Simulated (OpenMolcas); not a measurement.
**quartet Si3H7: levels of theory compared**

Wanted: a comparison of 6 runs (UHF/cc-pVDZ, UB3LYP/6-31G*, UB3LYP/cc-pVDZ, UM06-2X/cc-pVDZ, UM06-L/cc-pVDZ, UPBE0/cc-pVDZ) of quartet Si3H7. 

The calculation is run with OpenMolcas 26.06.

1 further run of the same task is left out (set aside as unsound or not needed).

## Step 1: The molecule

The species is Si3H7 (10 atoms), meant as a quartet with charge 0. SMILES of the parent species: `[SiH3][SiH][SiH3]`. Geometry: relaxed at PBE0-D4/def2-TZVP. That shape belongs to the parent species and isn't relaxed for this state.

Bond lengths: Si1–Si2 2.324 Å, Si2–Si3 2.324 Å, Si1–H4 1.487 Å, Si1–H5 1.487 Å, Si1–H6 1.490 Å, Si2–H7 1.491 Å, Si3–H8 1.487 Å, Si3–H9 1.490 Å, Si3–H10 1.487 Å. Some angles: Si1–Si2–Si3 117.3°, Si1–Si2–H7 113.2°, Si3–Si2–H7 113.2°, Si2–Si1–H4 108.6°, Si2–Si1–H5 110.1°, Si2–Si1–H6 112.2°, Si2–Si3–H8 108.6°, Si2–Si3–H9 112.2°, Si2–Si3–H10 110.1°, H4–Si1–H5 109.1°.

## Step 2: The energy at UHF/cc-pVDZ (run 1)

File mol.inp:

```
>>> EXPORT MOLCAS_PRINT=2

&gateway
 baslib
 $CurrDir
 coord
 10
 bohr
 Si    -2.50747759     1.61552686    -2.28505683
 Si     1.35946897    -0.24868796    -1.35984692
 Si     1.89048202    -1.89596222     2.67604117
 H     -4.55783044    -0.12321014    -1.46850617
 H     -2.72819761     2.05942353    -5.05123793
 H     -2.84498268     4.07784000    -0.96168162
 H      3.56364553     1.27027390    -2.23856957
 H     -0.33656022    -3.49504847     3.29058010
 H      2.10704463     0.12113144     4.62850620
 H      4.21125467    -3.47766299     2.77562973
 basis
 cc-pVDZ
 group
 NoSym

&seward

&scf
 uhf
 spin
 4
 thresholds
 1e-10 1e-07 1e-07 1e-05
 prorbitals
 1 1
```

The basis set cc-pVDZ is read from a file made from the Basis Set Exchange's data (not shown).

Command:

```bash
$ export MOLCAS_MEM=1860
$ pymolcas mol.inp > mol.log
```

Log:

```text
--- Start Module: gateway ---
[...]
--- Stop Module: gateway /rc=_RC_ALL_IS_WELL_ ---
--- Start Module: seward ---
[...]
      Basis functions           89
--- Stop Module: seward /rc=_RC_ALL_IS_WELL_ ---
[...]
--- Start Module: scf ---
[...]
       Convergence after  65 Iterations
[...]
::    Total SCF energy                               -870.5956553913
[...]
      Total spin, S                                     1.5038174868
[...]
      Total electronic charge=   49.000000
      Total            charge=   -0.000000
[...]
      Dipole Moment (debye):
      Origin of the operator (angstrom)=    0.1174   -0.0836   -0.1519
                   X=  8.0178E-02               Y=  4.4836E-02               Z= -4.1205E-02           Total=  1.0068E-01
      Quadrupole Moment (debye*angstrom):
[...]
--- Stop Module: scf /rc=_RC_ALL_IS_WELL_ ---
[...]
```

Run time: 17 s. Hardware: 1 thread of Intel Xeon 6975P-C (Granite Rapids), shared host; peak memory 0.49 GiB.

## Step 3: A single-point energy at UB3LYP/6-31G(d) (spherical functions) (run 2)

File calc.input:

```
>>> EXPORT MOLCAS_PRINT=2

&GATEWAY
 BasLib=$CurrDir
 Coord
 10
 bohr
 Si    -2.50747759     1.61552686    -2.28505683
 Si     1.35946897    -0.24868796    -1.35984692
 Si     1.89048202    -1.89596222     2.67604117
 H     -4.55783044    -0.12321014    -1.46850617
 H     -2.72819761     2.05942353    -5.05123793
 H     -2.84498268     4.07784000    -0.96168162
 H      3.56364553     1.27027390    -2.23856957
 H     -0.33656022    -3.49504847     3.29058010
 H      2.10704463     0.12113144     4.62850620
 H      4.21125467    -3.47766299     2.77562973
 Basis=6-31Gs
 Group=NoSym

&SEWARD
 GridInput
 Grid=UltraFine
 End of Grid

&SCF
 UHF
 Spin=4
 KSDFT=B3LYP
 Thresholds=1e-10 1e-07 1e-07 1e-05
 PrOrbitals=1 1
```

The basis set 6-31G* is read from a file made from the Basis Set Exchange's data (not shown).

Command:

```bash
$ export MOLCAS_MEM=1860
$ pymolcas calc.input > calc.log
```

Log:

```text
--- Start Module: gateway ---
[...]
--- Stop Module: gateway /rc=_RC_ALL_IS_WELL_ ---
--- Start Module: seward ---
[...]
      Basis functions           68
--- Stop Module: seward /rc=_RC_ALL_IS_WELL_ ---
[...]
--- Start Module: scf ---
[...]
       Convergence after  20 Iterations
[...]
::    Total KS-DFT energy                            -872.4123026512
[...]
      Total spin, S                                     1.5011533290
[...]
      Total electronic charge=   49.000000
      Total            charge=   -0.000000
[...]
      Dipole Moment (debye):
      Origin of the operator (angstrom)=    0.1174   -0.0836   -0.1519
                   X=  8.6248E-02               Y=  4.2441E-02               Z= -4.5922E-02           Total=  1.0653E-01
      Quadrupole Moment (debye*angstrom):
[...]
--- Stop Module: scf /rc=_RC_ALL_IS_WELL_ ---
[...]
```

Wall time 29 s (1 thread of Intel Xeon 6975P-C (Granite Rapids), shared host); peak memory 0.41 GiB.

Runs 3 to 5 aren't shown in full; the table further down has their settings and results.

## Step 4: The energy at UPBE0/cc-pVDZ (run 6)

File mol.xyz:

```xyz
10

Si    -1.326900     0.854900    -1.209200
Si     0.719400    -0.131600    -0.719600
Si     1.000400    -1.003300     1.416100
H     -2.411900    -0.065200    -0.777100
H     -1.443700     1.089800    -2.673000
H     -1.505500     2.157900    -0.508900
H      1.885800     0.672200    -1.184600
H     -0.178100    -1.849500     1.741300
H      1.115000     0.064100     2.449300
H      2.228500    -1.840300     1.468800
```

File calc.input:

```
&GATEWAY
  BasLib = $CurrDir
  Coord = mol.xyz
  Basis = cc-pVDZ
  Group = NoSym

&SEWARD
  GridInput
  Grid=UltraFine
  End of Grid

&SCF
  UHF
  Spin = 4
  KSDFT = PBE0
  Thresholds = 1e-10 1e-07 1e-07 1e-05
  PrOrbitals = 1 1
```

The basis set cc-pVDZ is read from a file made from the Basis Set Exchange's data (not shown).

Command:

```bash
$ export MOLCAS_MEM=1860
$ pymolcas calc.input > calc.log
```

Log:

```text
--- Start Module: gateway ---
[...]
--- Stop Module: gateway /rc=_RC_ALL_IS_WELL_ ---
--- Start Module: seward ---
[...]
      Basis functions           89
--- Stop Module: seward /rc=_RC_ALL_IS_WELL_ ---
[...]
--- Start Module: scf ---
[...]
       Convergence after  21 Iterations
[...]
::    Total KS-DFT energy                            -872.0335883997
[...]
      Total spin, S                                     1.5016120105
[...]
      Total electronic charge=   49.000000
      Total            charge=   -0.000000
[...]
      Dipole Moment (debye):
      Origin of the operator (angstrom)=    0.1174   -0.0836   -0.1519
                   X=  7.3306E-02               Y=  1.6473E-02               Z= -5.3085E-02           Total=  9.1995E-02
      Quadrupole Moment (debye*angstrom):
[...]
--- Stop Module: scf /rc=_RC_ALL_IS_WELL_ ---
[...]
```

Wall time 51 s (1 thread of Intel Xeon 6975P-C (Granite Rapids), shared host); peak memory 0.49 GiB.

## Step 5: All runs side by side

| run | level | integration grid | energy (Eh) | dipole moment (D) | HOMO energy (eV) | ⟨S²⟩ | wall time |
| --- | --- | --- | --- | --- | --- | --- | --- |
| 1 | UHF/cc-pVDZ | – | -870.595655 | 0.10 | -3.91 | 3.765 | 17 s |
| 2 | UB3LYP/6-31G* (spherical functions) | UltraFine | -872.412303 | 0.11 | -1.97 | 3.755 | 29 s |
| 3 | UB3LYP/cc-pVDZ | UltraFine | -872.464715 | 0.12 | -2.01 | 3.755 | 53 s |
| 4 | UM06-2X/cc-pVDZ | UltraFine | -872.309054 | 0.16 | -2.88 | 3.757 | 78 s |
| 5 | UM06-L/cc-pVDZ | UltraFine | -872.404709 | 0.07 | -1.49 | 3.758 | 77 s |
| 6 | UPBE0/cc-pVDZ | UltraFine | -872.033588 | 0.09 | -2.26 | 3.756 | 51 s |

## Step 6: What came out

```
                                 quantity          value
                      run 6: total energy  -872.03359 Eh
                     run 6: dipole moment         0.09 D
run 6: HOMO energy (highest over α and β)       -2.26 eV
                              run 6: ⟨S²⟩          3.756
```

In words: The dipole moment (its size) runs from 0.07 D (UM06-L/cc-pVDZ) to 0.16 D (UM06-2X/cc-pVDZ). Totals of different functionals can't be ranked against each other. All runs together took 5.1 min, the longest 78 s.
